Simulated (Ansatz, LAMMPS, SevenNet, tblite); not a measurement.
Wurtzite ZnO, cohesive energy

Reference value: 3.8 ± 0.03 eV/atom (derived here from tabulated measurements, copied from a table, unchecked, brought to a static lattice with a Debye model, atoms in their spin–orbit ground levels; inputs from the CRC Handbook).

```json
[
 {"level (code)": "ReaxFF ZnOH (LAMMPS)", "value (eV/atom)": "3.82", "cell (Å³/atom)": "12.35", "error (eV/atom)": "+0.02"},
 {"level (code)": "IPEA1-xTB (tblite)", "value (eV/atom)": "6.47", "cell (Å³/atom)": "11.10", "error (eV/atom)": "+2.67"},
 {"level (code)": "SevenNet-l3i5 (SevenNet)", "value (eV/atom)": "3.47", "cell (Å³/atom)": "12.42", "error (eV/atom)": "-0.33"},
 {"level (code)": "LDA (Ansatz)", "value (eV/atom)": "4.53", "cell (Å³/atom)": "11.33", "error (eV/atom)": "+0.73"},
 {"level (code)": "PBE (Ansatz)", "value (eV/atom)": "3.54", "cell (Å³/atom)": "12.32", "error (eV/atom)": "-0.26"},
 {"level (code)": "r²SCAN (Ansatz)", "value (eV/atom)": "3.79", "cell (Å³/atom)": "11.81", "error (eV/atom)": "-0.01"},
 {"level (code)": "HSE06 (Ansatz)", "value (eV/atom)": "3.49", "cell (Å³/atom)": "11.94", "error (eV/atom)": "-0.31"}
]
```

Leaving aside ReaxFF ZnOH, IPEA1-xTB, SevenNet-l3i5, which can be fitted to such values or carry a doubt: The best agreement in this table is that of r²SCAN (-0.01 eV/atom). Farthest off: LDA (+0.73 eV/atom). Within 0.5 eV/atom: PBE, r²SCAN, HSE06. Of the first-principles levels, DFT without exact exchange (PBE, r²SCAN) would do here.

IPEA1-xTB: the free atoms are run in the same model without spin. IPEA1-xTB: this parameter set was refitted to ionisation energies, not structures. IPEA1-xTB: the run uses a supercell at the zone centre in place of a k mesh. SevenNet-l3i5: free atoms can lie outside what these potentials were trained on. Each level is taken at its own relaxed cell. Cutoffs and k meshes differ between the levels. Ansatz's density-functional and Hartree–Fock values are scalar-relativistic unless marked +SOC, with PAW data made under PBE.

Empirical potentials (ReaxFF ZnOH) are fitted to chosen data, which need not cover the solid at hand: agreement can be built in, and what lay outside the fit can be far off. Machine-learned potentials (SevenNet-l3i5) are trained on DFT data, which may include these solids.

Differences are worked out from the printed values.

Ansatz is a quantum-chemistry and plane-wave program.
